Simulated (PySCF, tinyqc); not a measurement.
RHF in the sto-3g basis, for OH-, spin multiplicity 1, step by step. The basis has no diffuse functions, so it cannot describe the extra electron: this is an exercise in the method, not the real anion. The lowest restricted solution is unstable here: a spin-polarised one lies 0.0365 hartree lower (PySCF). One step of it, computed by the program tinyqc.

Task: Iteration 2: DIIS coefficients. Solve [B -1; -1 0][c; lambda] = [0; -1] for the coefficients, which sum to one.

B (overlaps of the stored error matrices):
$$\begin{pmatrix}
8.5705502e-02 & -4.9152885e-02 \\
-4.9152885e-02 & 1.4072516e-01
\end{pmatrix}$$

Give: DIIS coefficients.

Result:

DIIS coefficients: [0.585, 0.415]
